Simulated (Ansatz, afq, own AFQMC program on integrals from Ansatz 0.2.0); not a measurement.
AFQMC on a folder of integrals that Ansatz 0.2.0 wrote.

```yaml
crystal:
  periodic: [false, false, false]
  atoms:
    - {symbol: Si, position_ang: [-0.118950, 0.000000, 0.833634]}
    - {symbol: N, position_ang: [0.165944, 0.000000, -1.565510]}
    - {symbol: H, position_ang: [0.550853, -1.226824, 1.359318]}
    - {symbol: H, position_ang: [0.550853, 1.226824, 1.359318]}
    - {symbol: H, position_ang: [-0.046639, -0.830073, -2.096170]}
    - {symbol: H, position_ang: [-0.046639, 0.830073, -2.096170]}
basis:
  gaussian: {orbitals: 6-31G}
magnetization: {spin_polarized: true, initial_magnetization: 1}
correlation: {method: ccsd_t, electrons: outside_noble_gas, hamiltonian_folder: ham}
```

```sh
$ ansatz run in.yaml --threads 1 --pin off --events-out ev --progress --plain --max-ram 1382MiB
```

Options of the walk:

```
--method phaseless --trial cisd --walkers 70 --populations 1 --least-time 40 --time-step 0.005 --steps-per-block 50 --equilibration-blocks 40 --max-blocks 300 --target-error 0.00086 --factor-cut 1e-05 --start spin_pure --seed 1421 --release-times 0.24,0.51,0.99,1.62,2.4 --release-step 0.03 --release-every 4 --taylor-order 6
```

Times are imaginary, in 1/Eh. The walk had a cap of 512 s.

afq prints:

```
orbitals 24  electrons 7 6  factors 161 of 400
reference energy -345.52452537 Eh
CCSD correlation -0.18872448 Eh in 18 cycles, weight of the determinant in the CISD state 0.7773
energy of the start -345.705602 Eh
 block  time / (1/Eh)  mean weight  energy / Eh
     1     0.250  0.9999  -345.706070
     2     0.500  1.0015  -345.709682
     3     0.750  1.0017  -345.712396
     4     1.000  0.9987  -345.713637
     5     1.250  0.9986  -345.725083
     8     2.000  0.9982  -345.724813
    11     2.750  1.0012  -345.717633
    26     6.500  0.9994  -345.709252
    41    10.250  0.9980  -345.717782
    56    14.000  0.9998  -345.729412
    71    17.750  1.0000  -345.719773
    86    21.500  0.9979  -345.717671
   101    25.250  1.0007  -345.729995
   116    29.000  1.0016  -345.722811
   131    32.750  1.0014  -345.727076
   146    36.500  0.9999  -345.708817
   161    40.250  1.0004  -345.716245
   176    44.000  0.9997  -345.723523
   191    47.750  0.9999  -345.713647
   196    49.000  0.9997  -345.715127
blocks merged  error / Eh  count
     1  0.000474  160
     2  0.000579  80
     4  0.000663  40
     8  0.000691  20
    16  0.000857  10
released: time / (1/Eh)  energy / Eh  error  mean overlap
  0.24  -345.718176  0.000655  1.0022
  0.51  -345.718455  0.000670  1.0069
  0.99  -345.718305  0.000648  1.0143
  1.62  -345.719407  0.000813  0.9928
  2.40  -345.720071  0.001074  0.9730
energy -345.719277 +/- 0.000691 Eh
(rows thinned)
```

The run passed its tests (sampling time, drift between the halves within three errors, error under three times the target), which doesn't prove that it has relaxed.

Against this walk (error 18.8 meV) on the same determinant: CCSD(T) 48.4 meV higher, CCSDT(Q) 25.7 meV lower (within the noise). The error is statistical and leaves out the bias of the constraint. The determinant has ⟨S²⟩ = 0.95, so the low cluster orders mix in higher spin (the high orders can go on to a lower state of that spin), while the walk starts as a pure doublet. None of these is a sure reference here. Released to 2.40 1/Eh the energy moves by -22 ± 35 meV (both errors), within twice the noise.

Cautions: constraint bias not in the error; higher spins were not checked; strong correlation (T1 0.070, weight of the determinant 0.78, largest double 0.10); unrestricted determinant spin contaminated (⟨S²⟩ 0.95 against 0.75); the bias of populations of 70 walkers isn't removed.

The walk took 2.1 min on 1 thread of Arm Neoverse V1 (shared host). The log's last line is the phaseless energy.

CCSDT and higher add their correlation energy to the determinant of the CCSD(T) run, since their own runs factorise the integrals more tightly (a shift of under 2 meV). A walk keeps the symmetry of its determinant, which the program's search chose and which needn't be the lowest solution, so a lower state of the same spin and another symmetry isn't excluded.
